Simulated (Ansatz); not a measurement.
The same path of C4H3F (8 atoms, charge 0, multiplicity 1) was run 3 times with different band settings. Lost on the way: C4–H8. Made: C3–H8.

Level of theory: RKS PBE0-D4/def2-SVP (Ansatz 0.2.0).

Relaxed end points:

```xyz
8
Properties=species:S:1:pos:R:3
C -0.033 1.972 0.065
C -0.005 0.656 0.017
C 0.024 -0.616 -0.029
C 0.010 -1.933 -0.052
F 0.976 -2.659 -0.604
H -0.866 2.501 0.539
H 0.775 2.570 -0.367
H -0.790 -2.547 0.376
```

```xyz
8
Properties=species:S:1:pos:R:3
C -0.110 1.726 0.095
C -0.164 0.434 -0.019
C -0.190 -0.889 -0.129
C 1.049 -1.602 0.151
F 0.788 -2.884 -0.023
H -0.330 2.215 1.050
H 0.165 2.353 -0.760
H -1.115 -1.409 -0.422
```

Common settings: movable images 9; climbing image yes; optimiser quadratic models (default); start path through a guess of the saddle point; force threshold 0.05 eV/Å; iteration limit 60.

| run | spring | end points |
| --- | --- | --- |
| 1 | 5.0 eV/Å² | relaxed |
| 2 | 5.0 eV/Å² | as typed, not relaxed |
| 3 | 50.0 eV/Å² | relaxed |

Problem. What does each run give, and how far can it be trusted?

Solution. Run 1: converged after 35 iterations, highest image 3.020 eV above the first end. Neighbouring images differ by up to 1.3 eV, so the band resolves the path poorly. A vibrational analysis at the climbing image gives one clearly imaginary mode, 1074i cm⁻¹: a first-order saddle point.
Run 2: not converged after 60 iterations, highest image 4.244 eV above the first end. The band didn't meet its force threshold, so its energies are provisional: the largest band force was still 2.02 eV/Å, and over the last iterations the top stayed at 4.24 eV. The end points aren't both relaxed to the band's threshold either. Inner images lie below an end point, which means an intermediate or an end that isn't the lowest structure nearby.
Run 3: converged after 32 iterations, highest image 3.020 eV above the first end. Neighbouring images differ by up to 1.2 eV, so the band resolves the path poorly. Another band between the same ends (9 images) ends at a top of the same energy, where a vibrational analysis finds 1 clearly imaginary mode.
The orbitals stay closed-shell, which can raise the energy where a bond breaks towards radicals; this wasn't checked here.
